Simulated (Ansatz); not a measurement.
Pulling the pair apart

The pair of NH4⁺ (SMILES [NH4+], atoms 1–5) and CH3F (SMILES CF, atoms 6–10), both closed shells, in one local arrangement (a lower one may exist), relaxed at PBE0-D4/def2-TZVP:

N1  (0.036, 0.006, -1.944)
H2  (0.015, 0.027, -0.901)
H3  (-0.577, -0.732, -2.295)
H4  (0.989, -0.165, -2.270)
H5  (-0.284, 0.907, -2.303)
C6  (-0.033, -0.040, 2.026)
F7  (-0.073, 0.420, 0.684)
H8  (-0.123, 0.838, 2.661)
H9  (0.921, -0.542, 2.175)
H10  (-0.871, -0.719, 2.167)
(Å)

CH3F is shifted rigidly along the line between the mean atom positions of the two fragments (negative: closer). Counterpoise interaction energies in kcal/mol. Program: Ansatz 0.2.0. Basis: def2-TZVPPD. Cores are frozen in the correlated methods.

```json
{"shift (Å)": "-0.16", "PBE-D4": "-15.25", "r2SCAN-D4": "-15.30", "PBE0-D4": "-15.69"}
{"shift (Å)": "-0.08", "PBE-D4": "-16.14", "r2SCAN-D4": "-16.15", "PBE0-D4": "-16.51"}
{"shift (Å)": "0.00", "PBE-D4": "-16.43", "r2SCAN-D4": "-16.41", "PBE0-D4": "-16.75"}
{"shift (Å)": "0.08", "PBE-D4": "-16.31", "r2SCAN-D4": "-16.28", "PBE0-D4": "-16.59"}
{"shift (Å)": "0.20", "PBE-D4": "-15.72", "r2SCAN-D4": "-15.68", "PBE0-D4": "-15.97"}
{"shift (Å)": "0.41", "PBE-D4": "-14.04", "r2SCAN-D4": "-13.97", "PBE0-D4": "-14.25"}
{"shift (Å)": "0.82", "PBE-D4": "-10.71", "r2SCAN-D4": "-10.64", "PBE0-D4": "-10.93"}
{"shift (Å)": "1.64", "PBE-D4": "-6.46", "r2SCAN-D4": "-6.51", "PBE0-D4": "-6.69"}
```

Task: What does CCSD(T) give at these shifts? (To be estimated.)

Result: By the calculation: -14.45, -15.52, -15.95, -15.96, -15.51, -14.01, -10.85, -6.73 kcal/mol. For zero shift, CCSD(T) at an estimated basis limit (MP2 extrapolated from triple and quadruple zeta, plus CCSD(T) − MP2 in triple zeta) gives -16.58 kcal/mol. These are counterpoise interaction energies, counted from the two frozen fragments.

No T1 diagnostic of these runs exceeds 0.010.

For scale, one of the runs: CCSD(T)/def2-TZVPPD, 233 basis functions, launched by `ansatz run in.yaml --threads 4 --pin off --events-out ev --progress --plain --max-ram 9574MiB`. The run took 63 s on 4 CPU threads of an Arm Neoverse V2 (shared host), with 4.3 GiB of host memory at its peak.
